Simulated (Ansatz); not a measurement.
Z-matrix (Å, degrees):
```
Si
B 1 2.027
H 1 1.492 2 109.6
H 1 1.488 2 113.7 3 -121.5
H 1 1.492 2 109.6 3 117.0
O 2 1.350 1 119.4 3 121.3
H 2 1.206 1 121.4 3 -58.6
H 6 0.962 2 113.7 1 -180.0
```

Charge 0, multiplicity 1.

(1) List the CAM-B3LYP/def2-TZVPP orbital energies in eV (Ansatz 0.2.0). (Estimate.)

## Answers

(1) Computed: Occupied: -1800.29, -523.53, -186.38, -144.94, -100.26, -100.26, -100.23, -30.75, -18.08, -16.34, -14.68, -12.48, -12.26, -10.91, -10.87, -9.27. Lowest empty: 0.07, 1.20, 2.32, 2.57, 2.61, 2.91, 3.59, 4.62.
